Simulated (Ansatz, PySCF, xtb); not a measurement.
Protons, H atoms and electrons added to or taken from COC. Gas-phase values, no solvent. One relaxed conformer stands for each flexible species; it need not be the lowest. Strings in code marks are SMILES.

Quantity: bond dissociation enthalpy (X–H) at 298 K, in kcal/mol. HF references are unrestricted for open shells and restricted for singlets. Enthalpy corrections at 298 K come from GFN2-xTB frequencies (xtb).

Level 1: frozen-core CCSD(T)/cc-pVTZ // PBE0-D4/def2-TZVP (Ansatz, a first-principles code)
Level 2: B3LYP/6-31G* // PBE0-D4/def2-TZVP (PySCF)
Level 3: HF/6-31G* // PBE0-D4/def2-TZVP (PySCF)
Level 4: HF/cc-pVTZ // PBE0-D4/def2-TZVP (Ansatz)

```json
[
 {"species": "H atom removed from C1: `[CH2]OC`", "level 2": "95.2", "level 3": "74.3", "level 4": "72.8"}
]
```

### Question
What does level 1 give for each?

### Answer

- H atom removed from C1: `[CH2]OC`: 95.3
